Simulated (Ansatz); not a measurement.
**CH5NSi: a ladder of functionals and wavefunction methods**

The task here is to estimate one member of a computed series from the others.

Computed with Ansatz 0.2.0, Gaussian basis. Level: functionals in def2-TZVPP, the program's frozen cores in correlated methods.

Plan: LDA (SPW92), PBE-D4, revPBE-D4, BLYP-D4, r2SCAN-D4, B97M-V, PBE0-D4, B3LYP-D4, r2SCANh-D4, r2SCAN0-D4, HSE06-D4, BHLYP-D4, CAM-B3LYP-D4, LC-ωPBE, ωB97X-V, ωB97M-V, B2PLYP, PBE-QIDH; CCSD(T)/def2-SVP; CCSD(T)/def2-TZVPP; MP2/def2-QZVPP; extrapolation to the limit; RPA on PBE.

**The relaxed structure**

The geometry comes from an earlier relaxation with PBE0-D4 in a triple-zeta def2 set; it is a stationary point, not always the lowest conformer.

SMILES `N=C[SiH3]`, 8 atoms, charge 0, spin multiplicity 1.

Atoms are counted from 1 here; the program's logs count them from 0.

Bond lengths: N1–C2 1.269 Å, N1–H4 1.023 Å, C2–Si3 1.889 Å, C2–H5 1.102 Å, Si3–H6 1.488 Å, Si3–H7 1.488 Å, Si3–H8 1.481 Å. Angles: C2–N1–H4 111.5°, N1–C2–Si3 119.7°, N1–C2–H5 122.0°, Si3–C2–H5 118.3°, C2–Si3–H6 108.9°, C2–Si3–H7 108.9°, C2–Si3–H8 109.8°, H6–Si3–H7 107.8°, H6–Si3–H8 110.7°, H7–Si3–H8 110.7°.

Set-up of the first run:

in.yaml reads:

```yaml
crystal:
  periodic: [false, false, false]
  atoms:
    - {symbol: N, position_ang: [-1.316048, -0.139659, -1.080481]}
    - {symbol: C, position_ang: [-0.349203, 0.466561, -0.524369]}
    - {symbol: Si, position_ang: [0.699229, -0.429229, 0.766190]}
    - {symbol: H, position_ang: [-1.796674, 0.460046, -1.755544]}
    - {symbol: H, position_ang: [-0.096244, 1.510468, -0.770529]}
    - {symbol: H, position_ang: [0.635541, 0.324590, 2.047577]}
    - {symbol: H, position_ang: [2.116980, -0.438841, 0.314390]}
    - {symbol: H, position_ang: [0.198618, -1.811034, 0.946967]}
basis:
  gaussian: {orbitals: def2-TZVPP}
hamiltonian: {xc: lda}
output: {orbitals: {seedname: orbitals}}
```

Launch:

```console
> ansatz run in.yaml --threads 2 --pin off --events-out ev --progress --plain --max-ram 4352MiB
```

Among the steps run: LDA; PBE-D4 (GGA); revPBE-D4 (GGA); BLYP-D4 (GGA); r2SCAN-D4 (meta-GGA); B97M-V (meta-GGA); B3LYP-D4 (hybrid); r2SCANh-D4 (hybrid); r2SCAN0-D4 (hybrid); HSE06-D4 (hybrid); BHLYP-D4 (hybrid); CAM-B3LYP-D4 (range-separated); LC-ωPBE (range-separated); ωB97X-V (range-separated); ωB97M-V (range-separated); B2PLYP (double hybrid); PBE-QIDH (double hybrid).

One table of the session follows, with a row left open; its other results are not shown here.

It belongs to the step «Orbital energies across the functionals». 

| functional | HOMO (eV) | gap (eV) |
| --- | --- | --- |
| LDA (SPW92) | -6.05 | 3.75 |
| PBE-D4 | -6.00 | 3.93 |
| revPBE-D4 | -5.97 | 3.98 |
| BLYP-D4 | -5.92 | 3.99 |
| r2SCAN-D4 | -6.30 | 4.41 |
| B97M-V | -6.54 | 4.69 |
| PBE0-D4 | -7.46 | 6.50 |
| B3LYP-D4 | -7.24 | 6.04 |
| r2SCANh-D4 | ? | ? |
| r2SCAN0-D4 | -7.66 | 6.80 |
| HSE06-D4 | -7.05 | 5.70 |
| BHLYP-D4 | -8.86 | 9.13 |
| CAM-B3LYP-D4 | -8.88 | 9.15 |
| LC-ωPBE | -10.21 | 11.69 |
| ωB97X-V | -9.90 | 11.30 |
| ωB97M-V | -9.80 | 11.09 |

**Question.** Estimate the row for r2SCANh-D4.

Worked estimate for «HOMO (eV)». Against the share of exact exchange, r2SCAN-D4 (0, -6.30), r2SCAN0-D4 (0.25, -7.66) give a slope of -5.44 per unit share; at 0.1 the line stands at -6.84.

The run gave: HOMO (eV): -6.84; gap (eV): 5.37. In «HOMO (eV)» the line misses by 0.00.
